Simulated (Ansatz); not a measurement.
Swapping H for OH on C: the HOMO–LUMO gap

Gas-phase molecules. On one C centre that keeps CH3, n of the H ligands are replaced by OH. The HOMO–LUMO gap y in eV at wB97M-V/def2-TZVPP. Shapes: PBE0-D4/def2-TZVP. Flexible molecules stand in one conformer, not always the lowest. Programs: Ansatz 0.2.0.

| molecule | n | y (eV) |
| --- | --- | --- |
| C2H6 | 0 | 14.75 |
| C2H6O | 1 | 12.78 |
| C2H6O2 | 2 | ? |
| C2H6O3 | 3 | 12.91 |

**Question.** Fit y = c + s·n to the known rows and predict C2H6O2.

**Answer.** 
1. Means of the 3 rows: n = 1.33333, y = 13.480.
2. Σ(Δn)² = 4.6667, Σ(Δn·Δy) = -2.41, so the slope is -2.41/4.6667 = -0.51642.
3. Intercept: 13.480 − (-0.51642) × 1.33333 = 14.169. The largest residual of the fit is 0.87.
4. C2H6O2: 14.169 + (-0.51642) × 2 = 13.14 eV.

The run gave 13.10 eV, so the prediction is off by +0.04 eV, within the largest residual. The steps per swap are uneven (-1.97, +0.32, -0.19), so a line is a poor model. Other levels give for C2H6O2: PBE-D4/def2-TZVPP 6.64; PBE0-D4/def2-TZVPP 9.22; wB97X-V/def2-TZVPP 13.63 eV. Orbital gaps aren't excitation energies, and the LUMO depends on the basis. The series isn't monotonic at this level.
